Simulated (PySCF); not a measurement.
Species: C₄H₆O₂.
Atom-mapped SMILES: `[O:1]=[C:2]([OH:3])[CH:4]1[CH2:5][CH2:6]1` (hydrogens: H7 on O3; H8 on C4; H9, H10 on C5; H11, H12 on C6)

Theory: TDDFT wB97X-D/def2-SVPD, vertical, gas phase, core orbitals frozen in the response (PySCF 2.14.0, density-fitted response routines). Geometry: PBE0-D3(BJ)/def2-SVP, one conformer, isolated molecule. Torsions of this conformer, `[O:1]=[C:2]([OH:3])[CH:4]1[CH2:5][CH2:6]1`: O1–C2–C4–C5 -146°, H–O3–C2–O1 0°.

Orbital energies (eV): HOMO-3 -11.51, HOMO-2 -11.42, HOMO-1 -10.68, HOMO -9.96, LUMO 1.90, LUMO+1 2.07, LUMO+2 2.73.

Lowest singlets, with some entries withheld (?).

| state | E (eV) | f | main configurations (H = HOMO, L = LUMO) |
| --- | --- | --- | --- |
| S1 | 5.93 | ? | H→L (92%) |
| S2 | 7.73 | ? | H→L+1 (73%), H-1→L (15%) |
| S3 | 8.16 | ? | H-1→L (76%), H→L+1 (9%) |
| S4 | 8.50 | ? | H-2→L (91%) |
| S5 | 8.65 | ? | H-1→L+1 (54%), H-3→L+1 (32%) |
| S6 | 8.70 | ? | H-3→L (57%), H→L+2 (14%) |
| S7 | 8.81 | ? | H→L+2 (51%), H-3→L (22%), H→L+4 (9%) |
| S8 | 8.90 | ? | H-1→L+2 (50%), H-3→L+1 (30%), H-1→L+1 (10%) |
| S9 | 9.10 | ? | H→L+4 (56%), H-2→L+1 (14%) |
| S10 | 9.19 | ? | H→L+3 (58%), H-1→L+4 (9%), H-1→L+2 (8%) |

Problem. Fill in the withheld entries.

Solution. 
- S1: f = 0.0005
- S2: f = 0.116
- S3: f = 0.269
- S4: f = 0.0058
- S5: f = 0.0004
- S6: f = 0.097
- S7: f = 0.028
- S8: f = 0.0039
- S9: f = 0.034
- S10: f = 0.0035

Problem. What is the mean static polarisability from the same response equations?

Solution. 53.3 au (7.90 Å³), with principal values 45.4, 50.8 and 63.8 au.

Problem. How far apart are S1 and S6, in eV and cm⁻¹?

Solution. 8.697 − 5.927 = 2.770 eV, or about 22340 cm⁻¹.

Problem. Which level carries the most intensity, and what share of the listed sum of f?

Solution. S3, with f = 0.269 of 0.558, 48%.

All these states lie below the vertical ionisation energy of 10.39 eV (ΔSCF).
